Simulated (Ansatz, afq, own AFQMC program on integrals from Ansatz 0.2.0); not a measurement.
BH2O, doublet: AFQMC among the cluster methods

```yaml
atoms:
  - { symbol: B, position_ang: [0.0000, 0.0000, 0.6689] }
  - { symbol: O, position_ang: [0.0000, 0.0000, -0.6123] }
  - { symbol: H, position_ang: [0.0000, 1.0503, 1.2721] }
  - { symbol: H, position_ang: [0.0000, -1.0503, 1.2721] }
```

Connectivity, by distances: BH2–O.

Basis cc-pVDZ. Noble-gas cores (and the filled d shells of Ga–Kr and In–Xe) are frozen. Integrals, coupled cluster, full CI and functionals: Ansatz 0.2.0; the random walks run on the same integrals in our own AFQMC program. The CISD trial takes its coefficients from CCSD amplitudes. Released means that phaseless walkers are propagated on without the constraint, phases kept. Free projection: walkers drawn from exp(T), propagated without any constraint. Its projection time is finite, and what remains of the start isn't in its error. ± is one standard error of the sampling.

Determinant: UHF, the one that the program's search chose, which needn't be the lowest solution. The geometry is a point of a scan.

No full CI on the walks' own integrals is used here; CCSDT(Q) serves as the reference and is uncertain by about the last step of the cluster series.

Cautions: higher spins were not checked; raised T1 diagnostic (T1 0.040, weight of the determinant 0.87, largest double 0.06).

```
T1 diagnostic                               : 0.0402
weight of the determinant in the CISD state : 0.874
⟨S²⟩ of the determinant                     : 0.767
size of the correlated space                : 11 electrons in 36 orbitals
```

```
  level  correlation energy (eV)
    MP2                  -6.3043
   CCSD                  -7.2027
CCSD(T)                  -7.3838
```

**Question.** Estimate where AFQMC with the constraint released lies against CCSD(T) on the same integrals.

**Answer.** 0.97 ± 0.33 kcal/mol below CCSD(T).

Reference: CCSDT(Q), correlation energy -7.432 eV. The released energy is read at 0.99 1/Eh, later times being too noisy (meV from the phaseless value at times in 1/Eh: -20 ± 15 at 0.24, -45 ± 16 at 0.51, -47 ± 14 at 0.99, -37 ± 21 at 1.62, -33 ± 20 at 2.40).

```json
{"level": "CCSD(T)", "E − E(reference) (kcal/mol)": "1.12", "share of correlation (%)": "99.35"}
{"level": "CCSDT", "E − E(reference) (kcal/mol)": "0.41", "share of correlation (%)": "99.76"}
{"level": "ph-AFQMC/HF", "E − E(reference) (kcal/mol)": "-1.23 ± 1.23", "share of correlation (%)": "100.72"}
{"level": "ph-AFQMC/CISD", "E − E(reference) (kcal/mol)": "1.23 ± 0.22", "share of correlation (%)": "99.28"}
{"level": "released AFQMC", "E − E(reference) (kcal/mol)": "0.15 ± 0.33", "share of correlation (%)": "99.91"}
{"level": "free AFQMC", "E − E(reference) (kcal/mol)": "0.37 ± 0.47", "share of correlation (%)": "99.78"}
```

Free projections are given only where their last times agree within the noise and don't stop above the reference; a slow remainder of the start can still hide under it. A walk keeps the symmetry of its determinant, which the program's search chose and which needn't be the lowest solution, so a lower state of the same spin and another symmetry isn't excluded. Released energies are given only where the last usable release times agree within the noise; a slower fall can still hide under it.
